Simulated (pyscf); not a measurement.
**Substitution at Se: Cl–Ga(Cl)–SeH (SMILES [Cl][Ga]([Cl])[SeH]) + H• (SMILES [H]) → H₂Se (SMILES [SeH2]) + [Cl–Ga–Cl]• (SMILES [Cl][Ga][Cl])**

Gas phase, doublet surface, charge 0. Bonds broken: Se1–Ga2. Bonds formed: Se1–H6. Single points on ωB97X-D3(BJ)/def2-SVP structures (PySCF, gas phase).

Transition state (Å):

```xyz
6

Se    -0.3200     1.0565    -0.0241
Ga    -1.9499    -0.5834     0.3039
Cl    -1.4305    -2.6522     0.3922
Cl    -4.0166    -0.0662     0.2939
H      0.7320     0.0397     0.0471
H      0.8421     1.9394    -1.3434
```

One imaginary mode, 506i cm⁻¹; descent along it reached the two sides named, in the forms told below.

```csv
bond,change,reactant side (Å),saddle,product side
Se1–Ga2,breaks,2.281,2.335,2.8
Se1–H6,forms,3.8,1.967,1.466
```

Electronic energies relative to the separated reactants (kJ/mol):

```json
[
 {"level": "ωB97X-D3(BJ)/def2-TZVP", "barrier": "14.8", "reaction energy": "-10.9", "reverse barrier": "25.7"},
 {"level": "PBE/def2-TZVP", "barrier": "-12.3", "reaction energy": "-42.8", "reverse barrier": "30.5"},
 {"level": "r²SCAN/def2-TZVP", "barrier": "-14.4", "reaction energy": "-36.4", "reverse barrier": "22.0"},
 {"level": "B3LYP-D3(BJ)/def2-TZVP", "barrier": "-10.1", "reaction energy": "-49.4", "reverse barrier": "39.3"},
 {"level": "PBE0-D3(BJ)/def2-TZVP", "barrier": "-1.1", "reaction energy": "-28.3", "reverse barrier": "27.2"},
 {"level": "M06-2X/def2-TZVP", "barrier": "13.6", "reaction energy": "-32.0", "reverse barrier": "45.6"},
 {"level": "ωB97M-D3(BJ)/def2-TZVP", "barrier": "14.1", "reaction energy": "-41.9", "reverse barrier": "55.9"},
 {"level": "HF/def2-TZVP", "barrier": "52.6", "reaction energy": "-23.6", "reverse barrier": "76.2"}
]
```

With ωB97M-D3(BJ)/def2-TZVP energies and thermal terms (ideal gas, 1 atm, RRHO with modes under 100 cm⁻¹ raised to 100, one conformer, R ln 2 for chiral ones without a mode under 150 cm⁻¹), in kJ/mol:

```
T (K)   ΔH‡    ΔG‡     ΔH     ΔG
-----  ----  -----  -----  -----
298    14.4   42.2  -31.9  -45.4
600    12.5   71.2  -38.2  -56.6
900    11.0  100.9  -44.2  -64.4
1200    9.6  131.1  -49.6  -70.3
```

On the product side the descent ends in an adduct with a Ga–Se contact (not fully relaxed), 56.9 kJ/mol under the separated species and 82.6 kJ/mol under the saddle at ωB97X-D3(BJ)/def2-TZVP. At PBE, r²SCAN, B3LYP-D3(BJ), PBE0-D3(BJ) this geometry lies under the reactants; that is no barrier but a single point on another level's saddle; such a level's own saddle, if it has one, lies nearer that side and is low. What is counted as broken (Ga–Se) persists as a longer contact in the product adduct; parting that adduct is a step of its own. This is the saddle that the search found; another between the same sides may lie lower. The angle at the attacked Se is 145°. Elements up to Kr have no core potential and no relativistic terms here.
